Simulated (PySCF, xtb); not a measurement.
acetonitrile (C2H3N), SMILES CC#N.

GFN2-xTB (xtb) at its own geometry gives an orbital gap of 6.11 eV and a dipole moment of 3.85 D.

The structure is a stationary point at ωB97X-D3(BJ)/def2-TZVP.

### Question
What does PySCF with CAM-B3LYP/def2-TZVPD give? (The exact figures need the calculation; the answer reports its results.)

### Answer
gap 11.47 eV (levels -10.95 and 0.52 eV), dipole 4.08 D.
